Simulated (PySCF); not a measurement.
Gas-phase reaction: LiAlF4 + AlF2 = Li + Al2F6. Level: M06-2X/def2-TZVP†; standard pressure 1 bar.

Method: PySCF energies plus ideal-gas RRHO corrections (1 bar). S°(298 K) at PBE0/def2-TZVP differs from the NASA 1993 table for LiAlF4 (+7 J/mol/K), Al2F6 (+7 J/mol/K); whether the harmonic model or the table's entry is off was not settled. † marks an energy on the PBE0/def2-TZVP geometry and frequencies. Open shells (unrestricted): AlF2 (multiplicity 2), Li (multiplicity 2); the rest are closed-shell singlets. The harmonic model lacks anharmonicity and excited electronic states, which grow with temperature; levels with a mode under 35 cm⁻¹ are left out. Soft modes under 120 cm⁻¹ make the harmonic entropy rough for LiAlF4, Al2F6.

```
T (K)  1000/T (1/K)  log10 K
-----  ------------  -------
500          2.0000    -5.39
600          1.6667        ?
800          1.2500    -4.48
1000         1.0000    -4.14
1200         0.8333    -3.89
1400         0.7143    -3.70
```

Task: Fit log10 K = a + b·(1000/T) to the five rows, get the mean ΔH° and ΔS°, and predict log10 K at 600 K.

Result: Means: 1000/T = 1.1595, log10 K = -4.320. Sums of products about the means: Sxy = -1.35881, Sxx = 1.044680, so b = Sxy/Sxx = -1.30 and a = -4.320 − (-1.30)×1.1595 = -2.81.
ΔH° = −R ln 10 × 1000 K × b = −19.145 × (-1.30) = 25 kJ; ΔS° = R ln 10 × a = -54 J/K. The run's own values go from 22 kJ and -60 J/K at 500 K to 32 kJ and -48 J/K at 1400 K.
Prediction at 600 K: -2.81 + (-1.30)×1.6667 = -4.98. The computed value is -5.00, 0.02 from the line.
For scale, ΔH°(298 K) is 19 kJ at this level, 9 kJ at ωB97M-V/def2-TZVP†, and runs from -13 to 218 kJ over the 19 levels computed; the NASA 1993 table gives 74 kJ (entries not checked at source). After a fit of one offset per element over all species, the range-separated, M06-2X, PBE0/def2-QZVP and CCSD(T)/def2-TZVPP enthalpies, where run, lie to one side of the table for AlF2 (+60 kJ/mol), Al2F6 (+36 kJ/mol): a fault of the table's entry, another state or a shared error of the levels is possible; this was not checked at source.
